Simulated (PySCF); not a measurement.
Geometry:
```json
{"atom": "O1", "x (Å)": "0.282", "y (Å)": "1.656", "z (Å)": "1.971"}
{"atom": "S2", "x (Å)": "0.195", "y (Å)": "1.644", "z (Å)": "0.510"}
{"atom": "C3", "x (Å)": "-1.278", "y (Å)": "0.569", "z (Å)": "0.107"}
{"atom": "C4", "x (Å)": "-0.777", "y (Å)": "-0.649", "z (Å)": "-0.647"}
{"atom": "C5", "x (Å)": "0.590", "y (Å)": "-0.978", "z (Å)": "-0.057"}
{"atom": "C6", "x (Å)": "1.363", "y (Å)": "0.325", "z (Å)": "-0.085"}
{"atom": "H7", "x (Å)": "-1.707", "y (Å)": "0.310", "z (Å)": "1.074"}
{"atom": "H8", "x (Å)": "-1.990", "y (Å)": "1.162", "z (Å)": "-0.461"}
{"atom": "H9", "x (Å)": "-1.470", "y (Å)": "-1.486", "z (Å)": "-0.548"}
{"atom": "H10", "x (Å)": "-0.670", "y (Å)": "-0.416", "z (Å)": "-1.709"}
{"atom": "H11", "x (Å)": "0.477", "y (Å)": "-1.312", "z (Å)": "0.976"}
{"atom": "H12", "x (Å)": "1.098", "y (Å)": "-1.761", "z (Å)": "-0.621"}
{"atom": "H13", "x (Å)": "1.651", "y (Å)": "0.603", "z (Å)": "-1.098"}
{"atom": "H14", "x (Å)": "2.234", "y (Å)": "0.334", "z (Å)": "0.565"}
```

Geometry: GFN2-xTB; GIAO shifts from PySCF, gas phase, non-relativistic, averaged over equivalent atoms.

At wB97X-D/pcSseg-1 (149 basis functions, 23 s wall time on 1 thread of an Arm Neoverse V2, shared host):
```tsv
atoms	δ (ppm)
O1	65.6
C3/C6	63.4
C4/C5	30.8
H8/H13	2.76
H7/H14	2.46
H9/H11	2.40
H10/H12	1.67
```

Chemical shifts δ = σref − σ; 17O (σref 334.70) vs H2O; 13C (σref 187.07), 1H (σref 31.83) vs TMS, all at this level.

Q: Estimate the result of repeating the calculation with PBE0/pcSseg-1.

A: 
| atoms | δ at PBE0/pcSseg-1 | change |
| --- | --- | --- |
| O1 | 74.7 | +9.1 |
| C3/C6 | 63.5 | +0.1 |
| C4/C5 | 31.2 | +0.4 |
| H8/H13 | 2.79 | +0.03 |
| H7/H14 | 2.44 | -0.02 |
| H9/H11 | 2.46 | +0.06 |
| H10/H12 | 1.72 | +0.05 |

Chemical shifts δ = σref − σ; 17O (σref 336.08) against H2O; 13C (σref 186.93), 1H (σref 31.72) vs TMS, all at this level.

The largest change is at O1 (S=O oxygen). Cost: 149 basis functions, 16 s wall time on 1 thread of an Arm Neoverse V1, shared host.

Experimental scales use liquid or dissolved standards, which lie at an offset from isolated H2O (liquid H2O: subtract about 36 ppm).
